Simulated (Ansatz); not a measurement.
A nudged elastic band was laid between two geometries of H7Si3 (10 atoms, charge 1, multiplicity 1).

Method: RKS revPBE-D4/6-31G* (Ansatz).

* movable images: 7
* climbing image: yes
* spring: 5.0 eV/Å²
* optimiser: quadratic models (default)
* start path: through a guess of the saddle point
* force threshold: 0.03 eV/Å
* iteration limit: 60
* end points: relaxed

Initial state:

```xyz
10
Properties=species:S:1:pos:R:3
Si -1.214 1.160 -1.328
Si 0.192 -0.557 -0.494
Si 1.109 -0.807 1.680
H -2.428 0.409 -1.778
H -0.427 1.710 -2.476
H -1.463 2.134 -0.229
H 0.522 -1.613 -1.510
H 1.936 -2.046 1.708
H -0.106 -0.851 2.553
H 1.880 0.461 1.874
```

Final state:

```xyz
10
Properties=species:S:1:pos:R:3
Si -1.208 1.154 -1.326
Si 0.291 -0.498 -0.532
Si 1.054 -0.835 1.687
H -2.450 0.335 -1.526
H -0.630 1.638 -2.616
H -1.352 2.194 -0.267
H 0.777 -1.456 -1.582
H 1.789 -2.130 1.749
H -0.189 -0.775 2.516
H 1.918 0.372 1.896
```

Problem. What changes between the two ends?

Solution. No bond is made or broken.

Problem. Give the energies along the band, and the barrier.

Solution. It converged. The highest image is number 0 of 0 to 8, 0.000 eV above the ends, which have the same energy within 2 meV. The highest image is an end point: on this band no image between the ends rises above it. Limits of this set-up: the dipole of an ion depends on the origin.

```
image  path coordinate (Å)  energy (eV)
    0                 0.00        0.000
    1                 0.10        0.000
    2                 0.23        0.000
    3                 0.35       -0.001
    4                 0.48       -0.001
    5                 0.61       -0.002
    6                 0.74       -0.002
    7                 0.87       -0.001
    8                 1.00        0.000
```

The run took 5.8 min on 1 thread of Arm Neoverse V2 (shared host), peak memory 0.11 GiB.
